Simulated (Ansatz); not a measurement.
What a trial cell of Cs2Br3 relaxes into

Method: DFT PBE, scalar-relativistic, plane waves, PAW in Ansatz 0.2.0. Cutoff 420 eV, Γ-centred k mesh, Gaussian smearing, no spin polarisation in the final step.

Cs2Br3 was placed on the corundum structure type (R-3c, No. 167), with Cs in place of Al, Br in place of O, at a guessed volume.

```
Cs Br
1.0
     3.87280    2.23596    7.04907
    -3.87280    2.23596    7.04907
     0.00000   -4.47192    7.04907
Cs Br
4 6
Cartesian
  0.0000 0.0000 18.0212
  0.0000 0.0000 13.6996
  0.0000 0.0000 3.1260
  0.0000 0.0000 7.4476
  -1.5007 -2.2360 8.8113
  2.6868 -0.1817 8.8113
  -1.1860 2.4176 8.8113
  1.5007 2.2360 12.3359
  -2.6868 0.1817 12.3359
  1.1860 -2.4176 12.3359
```

Cell and atoms relax at zero pressure; the relaxation can't lower the symmetry of the start. After a coarse first stage the cell is made exact in the group found at 0.06 Å.

The zero of energy is the elements' standard structures at the same level; no fitted shifts are applied.

Task: Describe the relaxed structure.

Result: It keeps R-3c (No. 167). The result has the corundum structure. Conventional cell: a = 8.849 Å, c = 25.784 Å. Cs is coordinated by 6 Br at 3.64–3.65 Å; Br has 4 Cs at 3.64–3.65 Å and 2 Br at 3.93 Å.

```
Cs Br
1.0
     4.42433    2.55439    8.59460
    -4.42433    2.55439    8.59460
     0.00000   -5.10878    8.59460
Cs Br
4 6
Direct
  0.86082 0.86082 0.86082
  0.63918 0.63918 0.63918
  0.13918 0.13918 0.13918
  0.36082 0.36082 0.36082
  0.00637 0.49363 0.75000
  0.75000 0.00637 0.49363
  0.49363 0.75000 0.00637
  0.99363 0.50637 0.25000
  0.25000 0.99363 0.50637
  0.50637 0.25000 0.99363
```

Task: What are its volume, energy, density and gap?

Result: The volume per atom is 58.28 Å³. The density is 2.88 g/cm³ and the energy over the elements is -1.24 eV/atom. The gap on the 6×6×6 mesh is 0 eV (a metal).

The final run used a 6×6×6 mesh on its 10-atom cell and 0.10 eV smearing. The k mesh leaves about 4 meV/atom of noise in metals. Symmetry constrained the relaxation, so the result can be a saddle point.

Cost: 3 runs of about 11 core-minutes in all, on Intel Xeon Platinum 8375C (Ice Lake) (shared hosts).